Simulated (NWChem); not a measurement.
Correlation energy of ClNa

```xyz
2

Na     0.0000     0.0000    -1.4209
Cl     0.0000     0.0000     0.9194
```
Charge 0, spin multiplicity 1.

The numbers come from NWChem runs, not from measurements. All single points use one geometry, from B3LYP/def2-SVP, a minimum by its harmonic frequencies.

Basis set: cc-pVDZ. Each correlation energy counts from its own Hartree-Fock reference.

| method | correlation energy (mHa) | difference from CCSD(T) |
|---|---|---|
| MP2 | -142.0 | +14.0 |
| SCS-MP2 | -137.0 | +19.0 |
| CR-CCSD[T] | -155.8 | +0.2 |
| CR-CCSD(T) | -155.7 | +0.3 |
| CCSD | -153.8 | +2.2 |
| CCSD+T(CCSD) | -156.1 | -0.1 |
| CCSD(T) | -156.0 | 0.0 |
| CCSDT | -156.2 | -0.2 |

The values span 19.2 mHa, from CCSDT (lowest) to SCS-MP2 (highest). 

The correlated methods keep 6 core orbitals frozen. The structure started from a generated list of species. Differences from the coupled-cluster row are differences between methods, not errors against experiment.
